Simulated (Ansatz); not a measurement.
# Which is lower?

Two relaxed structures of CH$_{3}$MgS (charge -1), singlet (PBE0-D4/def2-TZVPD; forces vanish, vibrations not checked).

A:

C1  (-0.012, 0.456, 0.171)
Mg2  (-1.900, 1.421, 0.621)
S3  (1.299, 0.807, 1.089)
H4  (2.483, 1.146, 0.402)
H5  (0.162, -0.266, -0.634)
H6  (2.034, -0.287, 1.591)
(Å)

B:

```tsv
atom	x (Å)	y (Å)	z (Å)
C1	-1.1658	-0.2209	-1.1649
Mg2	0.2535	0.0906	0.2063
S3	2.1099	1.1187	1.3219
H4	-1.0936	-1.1124	-1.8050
H5	-2.2178	-0.0891	-0.8723
H6	2.1137	0.2131	2.3140
```

Program: Ansatz 0.2.0. Basis: def2-TZVPPD. Cores are frozen in the correlated methods. The outer core shell of Li, Na, Mg and K is correlated. The def2 sets are not built for correlating such inner shells, so the correlated values are less sure here. B3LYP uses VWN-RPA correlation.

Q: Which structure is lower at CCSD(T), and by how much? (Judge from chemistry; the value comes from the calculation.)

A: The calculation gives: B, by 280.9 kJ/mol (electronic energy, against the other). By their contacts, A is CH₃MgS ([Mg][CH][SH2]), total charge -1 and B is CH₃MgS ([CH2][Mg][SH]), total charge -1.

All methods give the same order:

```tsv
method	E(B) − E(A) (kJ/mol)
PBE-D4	-240.5
r2SCAN-D4	-263.3
PBE0-D4	-247.2
B3LYP-D4	-261.7
wB97M-V	-277.8
HF	-280.6
MP2	-288.6
CCSD	-282.4
CCSD(T)	-280.9
```

T1 diagnostic: at most 0.019. The restricted Hartree–Fock reference is unstable towards an unrestricted one at one or more of these structures.

Labels in which every atom is bracketed show which atoms are joined, not bond orders.

For scale, one of the runs: CCSD(T)/def2-TZVPPD, 174 basis functions, launched by `ansatz run in.yaml --threads 2 --pin off --events-out ev --progress --plain --max-ram 4352MiB`. Time: 46 s of wall clock on 2 CPU threads of an Arm Neoverse V2; the host was shared. Peak host memory: 1.6 GiB.
